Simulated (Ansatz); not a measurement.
**AlH2− (singlet): from Hartree-Fock to the top rungs at a displaced geometry (v1), aug-cc-pVTZ**

An exercise on one series of results from a longer session: the logs are not shown, and one member is left open.

Computed with Ansatz 0.2.0, Gaussian basis. Level: aug-cc-pVTZ, core rule «outside noble gas», up to 5 orbitals frozen.

Plan: UHF; CCSD(T) on RHF; CCSD(T) on UHF; BCCD(T) on RHF; CCSDT(Q) on RHF; CASSCF and NEVPT2, 6 electrons in 6 orbitals.

9 further runs of the same task are left out: 4 that didn't finish, 5 set aside as unsound or not needed.

## The system

The geometry is a PBE0/def2-TZVPD stationary point (not a proven minimum) with its atoms shifted at random (size 0.040 Å).

3 atoms, charge -1, spin multiplicity 1.

Atoms are counted from 1 here; the program's logs count them from 0.

Bond lengths: Al1–H2 1.694 Å, Al1–H3 1.689 Å. Angles: H2–Al1–H3 91.5°.

Geometry (Å):

```xyz
3
AlH2
Al   -0.0016   -0.0820    0.0023
H    -0.0024    1.0677   -1.2418
H     0.0455    1.1270    1.1814
```

Set-up of the first run:

File in.yaml:

```yaml
crystal:
  periodic: [false, false, false]
  atoms:
    - {symbol: Al, position_ang: [-0.001609, -0.081988, 0.002257]}
    - {symbol: H, position_ang: [-0.002442, 1.067710, -1.241777]}
    - {symbol: H, position_ang: [0.045522, 1.127021, 1.181370]}
basis:
  gaussian: {orbitals: aug-cc-pVTZ}
total_charge: -1
magnetization: {spin_polarized: true, initial_magnetization: 0}
hamiltonian: {xc: hf}
output: {orbitals: {seedname: orbitals}}
```

The run is started by

```bash
ansatz run in.yaml --threads 1 --pin off --events-out ev --progress --plain --max-ram 2393MiB
```

Steps of the session up to this table: UHF; CCSD(T) on RHF; CCSD(T) on UHF; BCCD(T) on RHF; CCSDT(Q) on RHF; CASSCF and NEVPT2, 6 electrons in 6 orbitals.

One table of the session follows, with a row left open; its other results are not shown here.

It belongs to the step «Misses and costs». 

| method | from RCCSDT(Q) (meV) |
| --- | --- |
| RHF | +3510.7 |
| UHF | +3380.7 |
| RMP2 | +802.0 |
| UMP2 | +969.8 |
| RCCSD | +124.3 |
| UCCSD | ? |
| RCCSD(T) | +26.8 |
| UCCSD(T) | +35.6 |
| BCCD(T) | +26.6 |
| RCCSDT | +4.6 |
| RCCSDT(Q) | 0 |
| CASSCF valence | +2281.3 |
| NEVPT2 valence | +810.7 |

Q: Estimate the row for UCCSD from the others.

As computed: from RCCSDT(Q) (meV): +136.8. In the column «from RCCSDT(Q) (meV)» it lies between RCCSD (+124.3) and RMP2 (+802.0).

Limits of these values: The determinant is far from a pure spin state, so its energy mixes those of several spin states (harmless only where they are near-degenerate, as at dissociation). Warnings: restricted reference is unstable; spin contamination. Restricted and unrestricted rows rest on different reference determinants; where their highest levels disagree by more than a few hundredths of an eV, they describe different states and don't form one ladder.
